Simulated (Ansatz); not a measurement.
## Molecular dynamics of BH6Si

input.yaml

```yaml
crystal:
  periodic: [false, false, false]
  atoms:
    - { symbol: B, position_ang: [0.210612, -0.275151, 0.6111] }
    - { symbol: H, position_ang: [1.08377, 0.201195, 1.377081] }
    - { symbol: H, position_ang: [0.466749, 0.201789, -0.471984] }
    - { symbol: H, position_ang: [-0.984153, -0.3097, 0.902802] }
    - { symbol: Si, position_ang: [-0.104405, 0.010211, 2.632102] }
    - { symbol: H, position_ang: [-0.839086, -1.218831, 3.091821] }
    - { symbol: H, position_ang: [1.117154, 0.150712, 3.510149] }
    - { symbol: H, position_ang: [-0.950639, 1.239776, 2.859131] }
magnetization:
  spin_polarized: true
  initial_magnetization: 1
basis:
  gaussian: { orbitals: def2-SVP }
hamiltonian:
  xc: lda
md:
  timestep: 0.5
  n_steps: 200
  ensemble: nve
  temperature: 300.0
  initial_velocities: maxwell_boltzmann
  seed: 7017
```

Command:

```bash
$ ansatz run input.yaml --threads 1 --pin off --max-ram 2048MiB --backend cpu --events-out ev --progress --plain --runs-dir out
```

It starts at the highest image of a converged band, a first-order saddle point between two minima.

Output, in part (one step line in 7, the closing report, with atoms numbered from 0):

```
md step     0: t =     0.00 fs  T =   300.0 K  F+E_penalty+E_count = -8604.06369832 eV  E_kin = 0.232668 eV  conserved = -8603.83103032 eV  (25 SCF iters)
md step     7: t =     3.50 fs  T =   123.3 K  F+E_penalty+E_count = -8603.92536191 eV  E_kin = 0.095600 eV  conserved = -8603.82976154 eV  (28 SCF iters)
md step    14: t =     7.00 fs  T =   174.6 K  F+E_penalty+E_count = -8603.96608715 eV  E_kin = 0.135427 eV  conserved = -8603.83066025 eV  (29 SCF iters)
md step    21: t =    10.50 fs  T =   105.6 K  F+E_penalty+E_count = -8603.91184636 eV  E_kin = 0.081932 eV  conserved = -8603.82991403 eV  (29 SCF iters)
md step    28: t =    14.00 fs  T =   283.4 K  F+E_penalty+E_count = -8604.05026308 eV  E_kin = 0.219765 eV  conserved = -8603.83049768 eV  (27 SCF iters)
md step    35: t =    17.50 fs  T =   469.1 K  F+E_penalty+E_count = -8604.19366125 eV  E_kin = 0.363831 eV  conserved = -8603.82982978 eV  (27 SCF iters)
md step    42: t =    21.00 fs  T =   863.5 K  F+E_penalty+E_count = -8604.50069500 eV  E_kin = 0.669659 eV  conserved = -8603.83103611 eV  (28 SCF iters)
md step    49: t =    24.50 fs  T =   890.2 K  F+E_penalty+E_count = -8604.52124123 eV  E_kin = 0.690402 eV  conserved = -8603.83083885 eV  (27 SCF iters)
md step    56: t =    28.00 fs  T =   707.8 K  F+E_penalty+E_count = -8604.37922963 eV  E_kin = 0.548906 eV  conserved = -8603.83032331 eV  (27 SCF iters)
md step    63: t =    31.50 fs  T =   634.9 K  F+E_penalty+E_count = -8604.32315546 eV  E_kin = 0.492435 eV  conserved = -8603.83072015 eV  (27 SCF iters)
md step    70: t =    35.00 fs  T =   610.3 K  F+E_penalty+E_count = -8604.30301207 eV  E_kin = 0.473307 eV  conserved = -8603.82970472 eV  (27 SCF iters)
md step    77: t =    38.50 fs  T =   999.4 K  F+E_penalty+E_count = -8604.60636159 eV  E_kin = 0.775111 eV  conserved = -8603.83125042 eV  (27 SCF iters)
md step    84: t =    42.00 fs  T =   941.6 K  F+E_penalty+E_count = -8604.56048051 eV  E_kin = 0.730247 eV  conserved = -8603.83023399 eV  (27 SCF iters)
md step    91: t =    45.50 fs  T =   967.1 K  F+E_penalty+E_count = -8604.58140573 eV  E_kin = 0.750023 eV  conserved = -8603.83138267 eV  (27 SCF iters)
md step    98: t =    49.00 fs  T =   516.9 K  F+E_penalty+E_count = -8604.23051480 eV  E_kin = 0.400925 eV  conserved = -8603.82958946 eV  (27 SCF iters)
md step   105: t =    52.50 fs  T =   558.3 K  F+E_penalty+E_count = -8604.26381765 eV  E_kin = 0.433012 eV  conserved = -8603.83080582 eV  (27 SCF iters)
md step   112: t =    56.00 fs  T =   687.3 K  F+E_penalty+E_count = -8604.36348747 eV  E_kin = 0.533048 eV  conserved = -8603.83043918 eV  (27 SCF iters)
md step   119: t =    59.50 fs  T =   868.3 K  F+E_penalty+E_count = -8604.50419771 eV  E_kin = 0.673443 eV  conserved = -8603.83075481 eV  (26 SCF iters)
md step   126: t =    63.00 fs  T =   819.7 K  F+E_penalty+E_count = -8604.46657472 eV  E_kin = 0.635733 eV  conserved = -8603.83084150 eV  (27 SCF iters)
md step   133: t =    66.50 fs  T =   539.3 K  F+E_penalty+E_count = -8604.24849984 eV  E_kin = 0.418239 eV  conserved = -8603.83026065 eV  (27 SCF iters)
md step   140: t =    70.00 fs  T =   431.1 K  F+E_penalty+E_count = -8604.16459143 eV  E_kin = 0.334349 eV  conserved = -8603.83024256 eV  (27 SCF iters)
md step   147: t =    73.50 fs  T =   464.0 K  F+E_penalty+E_count = -8604.19005553 eV  E_kin = 0.359832 eV  conserved = -8603.83022350 eV  (27 SCF iters)
md step   154: t =    77.00 fs  T =   506.3 K  F+E_penalty+E_count = -8604.22354072 eV  E_kin = 0.392689 eV  conserved = -8603.83085158 eV  (29 SCF iters)
md step   161: t =    80.50 fs  T =   385.1 K  F+E_penalty+E_count = -8604.12923299 eV  E_kin = 0.298664 eV  conserved = -8603.83056949 eV  (29 SCF iters)
md step   168: t =    84.00 fs  T =   323.4 K  F+E_penalty+E_count = -8604.08095780 eV  E_kin = 0.250806 eV  conserved = -8603.83015171 eV  (30 SCF iters)
md step   175: t =    87.50 fs  T =   398.5 K  F+E_penalty+E_count = -8604.13938332 eV  E_kin = 0.309063 eV  conserved = -8603.83032049 eV  (29 SCF iters)
md step   182: t =    91.00 fs  T =   547.5 K  F+E_penalty+E_count = -8604.25485896 eV  E_kin = 0.424610 eV  conserved = -8603.83024920 eV  (27 SCF iters)
md step   189: t =    94.50 fs  T =   769.7 K  F+E_penalty+E_count = -8604.42798488 eV  E_kin = 0.596933 eV  conserved = -8603.83105213 eV  (27 SCF iters)
md step   196: t =    98.00 fs  T =   713.2 K  F+E_penalty+E_count = -8604.38345380 eV  E_kin = 0.553103 eV  conserved = -8603.83035118 eV  (27 SCF iters)
md step   200: t =   100.00 fs  T =   676.2 K  F+E_penalty+E_count = -8604.35500573 eV  E_kin = 0.524462 eV  conserved = -8603.83054331 eV  (26 SCF iters)
Total energy: -8604.35503674 eV, -316.2042153587 hartree
Atom 0 at     0.175123    -0.391229     0.510157 Å, force    -0.182538    -0.458778     1.180885 eV/Å
Atom 1 at     0.352714    -1.625820     0.849469 Å, force     0.222110     1.397550    -0.412290 eV/Å
Atom 2 at     0.794407     0.653530     1.015293 Å, force    -0.073979    -0.783286    -0.557810 eV/Å
Atom 3 at    -0.626852    -0.153020    -0.404102 Å, force     0.344192     0.169994     0.464910 eV/Å
Atom 4 at    -0.085143     0.094283     2.681806 Å, force    -0.496250    -1.110650    -0.444509 eV/Å
Atom 5 at    -0.190911    -1.311272     3.292682 Å, force     0.396020     0.508943     0.020879 eV/Å
Atom 6 at     0.889093     0.997210     3.403670 Å, force    -0.013781    -0.152534    -0.201033 eV/Å
Atom 7 at    -1.480740     0.606733     2.809667 Å, force    -0.195774     0.428762    -0.051031 eV/Å
Dipole moment:     0.050413     0.134887     0.275210 e Å
```

All steps were run. The conserved energy stayed within 0.21 meV per atom of its start (net change 0.061 meV per atom), so the integration is sound. The kinetic energy rose, since the run started high on the potential surface and went downhill. A run of 0.1 ps of so small a system gives no equilibrium averages.

Parted: H2–Si5 1.74 → 2.55 Å. Pairs count as bonded within 1.25 times the sum of covalent radii (0.12 Å more for H–H).

Last frame:

```xyz
8
Properties=species:S:1:pos:R:3
B 0.175 -0.391 0.510
H 0.353 -1.626 0.850
H 0.794 0.653 1.015
H -0.627 -0.153 -0.404
Si -0.085 0.094 2.682
H -0.191 -1.311 3.293
H 0.889 0.997 3.404
H -1.481 0.607 2.810
```

Run time: 3.7 min on 1 thread of Arm Neoverse V1, with other jobs on the host, peak memory 0.1 GiB.
